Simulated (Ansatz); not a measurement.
# MgH₂S₂: one structure at several levels

The atoms stand at a structure displaced at random from a GFN2-xTB minimum. How far do the functionals agree with CCSD(T) there?

Program: Ansatz 0.2.0, Gaussian basis. Level of theory: single points in def2-TZVPP. These are calculated values, not measurements.

Cores are frozen in the correlated methods. The outer core shell of Li, Na, Mg and K is correlated.

### 1 The starting structure

SMILES `[SH][Mg][SH]`, 5 atoms, charge 0, spin multiplicity 1.

Atoms are counted from 1 here; the program's logs count them from 0.

Bond lengths: S1–Mg2 2.265 Å, S1–H4 1.374 Å, Mg2–S3 2.365 Å, S3–H5 1.319 Å. Angles: Mg2–S1–H4 92.2°, S1–Mg2–S3 176.6°, Mg2–S3–H5 94.3°.

Coordinates:

```
S    -2.2880    0.4993   -0.4007
Mg   -0.2013    0.2144    0.4323
S     1.9251   -0.0607    1.4308
H    -1.9390   -0.0581   -1.6072
H     2.4453   -0.6758    0.3858
```

### 2 CCSD(T)/def2-TZVPP

Contents of run/in.yaml:

```yaml
crystal:
  periodic: [false, false, false]
  atoms:
    - {symbol: S, position_ang: [-2.288000, 0.499300, -0.400700]}
    - {symbol: Mg, position_ang: [-0.201300, 0.214400, 0.432300]}
    - {symbol: S, position_ang: [1.925100, -0.060700, 1.430800]}
    - {symbol: H, position_ang: [-1.939000, -0.058100, -1.607200]}
    - {symbol: H, position_ang: [2.445300, -0.675800, 0.385800]}
basis:
  gaussian: {orbitals: def2-TZVPP}
correlation: {method: ccsd_t}
output: {forces: true}
```

The command line of these runs was not kept.

### 3 PBE0-D4/def2-TZVPP

run/in.yaml: that of step 2 with these lines changed.

```diff
@@ -10,3 +10,3 @@
   gaussian: {orbitals: def2-TZVPP}
-correlation: {method: ccsd_t}
-output: {forces: true}
+hamiltonian: {xc: pbe0, dispersion: d4}
+output: {forces: true, orbitals: {seedname: orbitals}}
```

### 4 wB97M-V/def2-TZVPP

run/in.yaml: that of step 3 with these lines changed.

```diff
@@ -10,3 +10,3 @@
   gaussian: {orbitals: def2-TZVPP}
-hamiltonian: {xc: pbe0, dispersion: d4}
-output: {forces: true, orbitals: {seedname: orbitals}}
+hamiltonian: {xc: {name: wB97M-V}}
+output: {forces: true}
```

### 5 r2SCAN-D4/def2-TZVPP

run/in.yaml: that of step 4 with these lines changed.

```diff
@@ -10,3 +10,3 @@
   gaussian: {orbitals: def2-TZVPP}
-hamiltonian: {xc: {name: wB97M-V}}
+hamiltonian: {xc: r2scan, dispersion: d4}
 output: {forces: true}
```

### 6 PBE-D4/def2-TZVPP

run/in.yaml: that of step 5 with these lines changed.

```diff
@@ -10,3 +10,3 @@
   gaussian: {orbitals: def2-TZVPP}
-hamiltonian: {xc: r2scan, dispersion: d4}
+hamiltonian: {xc: pbe, dispersion: d4}
 output: {forces: true}
```

### 7 CAM-B3LYP-D4/def2-TZVPP

run/in.yaml: that of step 6 with these lines changed.

```diff
@@ -10,3 +10,3 @@
   gaussian: {orbitals: def2-TZVPP}
-hamiltonian: {xc: pbe, dispersion: d4}
+hamiltonian: {xc: {name: CAM-B3LYP}, dispersion: d4}
 output: {forces: true}
```

### 8 SPW92/def2-TZVPP

run/in.yaml: that of step 7 with these lines changed.

```diff
@@ -10,3 +10,3 @@
   gaussian: {orbitals: def2-TZVPP}
-hamiltonian: {xc: {name: CAM-B3LYP}, dispersion: d4}
+hamiltonian: {xc: lda}
 output: {forces: true}
```

(Steps that only read results are left out.)

Before running it: what results should come out? Wanted: energy less free atoms, CCSD(T)/def2-TZVPP; RMS force component; RMS force error; HOMO and LUMO, PBE0-D4; T1 diagnostic.

**Answer**, as computed:

| quantity | value |
| --- | --- |
| energy less free atoms, CCSD(T)/def2-TZVPP | -1233.4 kJ/mol |
| RMS force component | 0.471 to 0.497 eV/Å over the methods |
| RMS force error | PBE0-D4 0.045, wB97M-V 0.029, r2SCAN-D4 0.045, PBE-D4 0.174, CAM-B3LYP-D4 0.069, SPW92 0.201 eV/Å |
| HOMO and LUMO, PBE0-D4 | -7.11 and -1.57 eV |
| T1 diagnostic | 0.009 |

Against CCSD(T) the functionals' energies less atoms differ by -220.0 to -30.6 kJ/mol, PBE-D4 by -57.3 kJ/mol. The reference is not at the basis limit: in triple zeta CCSD(T) underbinds, which counts against methods that bind more; the gaps are no ranking. For forces wB97M-V does best and SPW92 worst. Frozen-core CCSD(T) forces in triple zeta carry basis errors of their own, and this is one geometry, so small gaps rank nothing.
